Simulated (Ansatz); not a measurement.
Calculated with Ansatz (gas phase, PBE0-D4/def2-TZVP geometries, no zero-point term in ΔE). CCSD(T)/CBS is the MP2 limit (def2-TZVPP, def2-QZVPP) plus CCSD(T) − MP2 in def2-TZVPP, frozen cores. This one scheme is used for every species, atoms too. No spin–orbit coupling; open shells (•) take unrestricted orbitals. One conformer a species, not always the lowest.

Reaction (homolysis of the Al–H bond): `[CH3][AlH][SH]` → `[CH3][Al][SH]`• + H•

```csv
species,CCSD(T)/CBS(def2) energy (Eh)
`[CH3][AlH][SH]`,-680.89694
`[CH3][Al][SH]`•,-680.25581
H•,-0.50000
```

Problem. Work out ΔE.

Solution. ΔE = (-680.25581) + (-0.50000) − (-680.89694) = 0.14113 Eh = +88.6 kcal/mol.

Largest T1 diagnostic among the species: 0.014.

In def2-TZVPP, CCSD(T) changes the Hartree–Fock value by +18.7 kcal/mol (the triples alone add −0.2 kcal/mol) and MP2 by +15.7 kcal/mol; breaking electron pairs costs correlation energy, which Hartree–Fock lacks. At CCSD(T), def2-SVP lies −3.9 kcal/mol from the extrapolated value and def2-TZVPP −1.7 kcal/mol: correlation converges slowly with the basis, and small sets miss more of it in the bonded molecule than in its fragments. From BLYP to BHLYP (50 % exact exchange), in def2-TZVPP and without D4, ΔE moves by +2.9 kcal/mol.
